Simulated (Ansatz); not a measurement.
**B2H4 (SMILES BB): functionals against CCSD(T) at one geometry**

The task here is to estimate one member of a computed series from the others.

Program: Ansatz 0.2.0, Gaussian basis. Level of theory: single points in def2-TZVPP. These are calculated values, not measurements.

Cores are frozen in the correlated methods.

## Where the work starts

6 atoms, charge 0, spin multiplicity 1.

Atoms are counted from 1 here; the program's logs count them from 0.

Bond lengths: B1–B2 1.688 Å, B1–H3 0.967 Å, B2–H5 1.049 Å. Angles: B2–B1–H3 142.1°, B1–B2–H5 121.2°.

As a file:

| atom | x (Å) | y (Å) | z (Å) |
| --- | --- | --- | --- |
| B1 | -0.43570 | -0.70560 | 0.01360 |
| B2 | 0.29210 | 0.81440 | -0.08650 |
| H3 | -1.14190 | -1.18440 | 0.46800 |
| H4 | 0.39580 | -1.74440 | -0.64220 |
| H5 | -0.04330 | 1.53330 | -0.77280 |
| H6 | 1.12370 | 1.04160 | 1.18900 |

Set-up of the first run:

Input file run/in.yaml:

```yaml
crystal:
  periodic: [false, false, false]
  atoms:
    - {symbol: B, position_ang: [-0.435700, -0.705600, 0.013600]}
    - {symbol: B, position_ang: [0.292100, 0.814400, -0.086500]}
    - {symbol: H, position_ang: [-1.141900, -1.184400, 0.468000]}
    - {symbol: H, position_ang: [0.395800, -1.744400, -0.642200]}
    - {symbol: H, position_ang: [-0.043300, 1.533300, -0.772800]}
    - {symbol: H, position_ang: [1.123700, 1.041600, 1.189000]}
basis:
  gaussian: {orbitals: def2-TZVPP}
correlation: {method: ccsd_t}
output: {forces: true}
```

The command line of these runs was not kept.

Among the steps run: CCSD(T)/def2-TZVPP; PBE0-D4/def2-TZVPP; wB97M-V/def2-TZVPP; r2SCAN-D4/def2-TZVPP; PBE-D4/def2-TZVPP; revPBE-D4/def2-TZVPP; wB97X-V/def2-TZVPP.

One of the session's tables, all rows but one given; the rest of the session is left out.

```
   method  RMS force component (eV/Å)  angle to CCSD(T) forces (°)  dipole (D)
  CCSD(T)                       4.383                    reference        0.72
  PBE0-D4                       4.430                          1.8        0.63
  wB97M-V                       4.350                          1.3        0.74
r2SCAN-D4                           ?                            ?           ?
   PBE-D4                       4.415                          3.6        0.55
revPBE-D4                       4.362                          4.2        0.59
  wB97X-V                       4.460                          0.6        0.72
```

**Question.** Estimate the row for r2SCAN-D4.

As computed: RMS force component (eV/Å): 4.413; angle to CCSD(T) forces (°): 2.4; dipole (D): 0.63. In the column «RMS force component (eV/Å)» it lies between CCSD(T) (4.383) and PBE-D4 (4.415).
